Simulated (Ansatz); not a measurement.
C5H6S, SMILES C=C=CC(C)=S, a single point in a Gaussian basis

Run with Ansatz 0.2.0 through its Python package.

Script `run_energy.py`:
```python
"""Electronic structure of the C5H6S molecule."""

from dataclasses import dataclass
import warnings

import ansatz as az


@dataclass
class RunConfig:
    basis_set: str = "def2-SVP"
    functional: str = "r2scan"


cfg = RunConfig()

warnings.simplefilter("ignore", az.DeckWarning)

system = (
    az.Crystal.molecule()
    .atom("C", [2.8028, 0.1379, 0.2421])
    .atom("C", [1.5548, -0.1997, 0.1235])
    .atom("C", [0.3052, -0.5397, 0.0046])
    .atom("C", [-0.8142, 0.447, -0.0512])
    .atom("C", [-2.2105, -0.1293, -0.1917])
    .atom("S", [-0.6606, 2.1268, 0.0276])
    .atom("H", [3.5827, -0.6137, 0.2784])
    .atom("H", [3.0851, 1.1833, 0.3069])
    .atom("H", [0.0465, -1.5903, -0.0584])
    .atom("H", [-2.8265, 0.1651, 0.6644])
    .atom("H", [-2.1889, -1.2223, -0.2327])
    .atom("H", [-2.6764, 0.2348, -1.1133])
)

setup = system.calculation().basis(gaussian=cfg.basis_set).functional(cfg.functional)
print(setup.to_yaml())
out = setup.run()
summary = out.report

print(f"E = {summary['free_energy_ev']:.6f} eV = {summary['free_energy_ev'] / 27.211386246:.7f} Ha")
print("converged:", summary["converged"], " doubts:", summary["published_state_doubts"] or "none")

state = summary["mean_field"]["state"]
print(f"mean field: {state['energy']['hartree']:.7f} Ha, <S^2> = {abs(state['spin_squared']):.4f}, stability: {state.get('stability', {}).get('kind')}")
```

```console
$ python run_energy.py
crystal:
  periodic: [false, false, false]
  atoms:
    - { symbol: C, position_ang: [2.8028, 0.1379, 0.2421] }
    - { symbol: C, position_ang: [1.5548, -0.1997, 0.1235] }
    - { symbol: C, position_ang: [0.3052, -0.5397, 0.0046] }
    - { symbol: C, position_ang: [-0.8142, 0.447, -0.0512] }
    - { symbol: C, position_ang: [-2.2105, -0.1293, -0.1917] }
    - { symbol: S, position_ang: [-0.6606, 2.1268, 0.0276] }
    - { symbol: H, position_ang: [3.5827, -0.6137, 0.2784] }
    - { symbol: H, position_ang: [3.0851, 1.1833, 0.3069] }
    - { symbol: H, position_ang: [0.0465, -1.5903, -0.0584] }
    - { symbol: H, position_ang: [-2.8265, 0.1651, 0.6644] }
    - { symbol: H, position_ang: [-2.1889, -1.2223, -0.2327] }
    - { symbol: H, position_ang: [-2.6764, 0.2348, -1.1133] }
basis:
  gaussian:
    orbitals: def2-SVP
hamiltonian:
  xc: r2scan

E = -16102.667850 eV = -591.7621287 Ha
converged: True  doubts: none
mean field: -591.7621287 Ha, <S^2> = 0.0000, stability: minimum
```

Total energies depend on the basis set; only differences at equal settings carry meaning. The geometry is a force-field or estimated start, not a minimum of this method, and the basis set is short of its limit. Run time: 13 s on 1 thread of Arm Neoverse V2, with other jobs on the host, peak memory 0.23 GiB.

(Lines on the test bed's own set-up are left out of the output.)
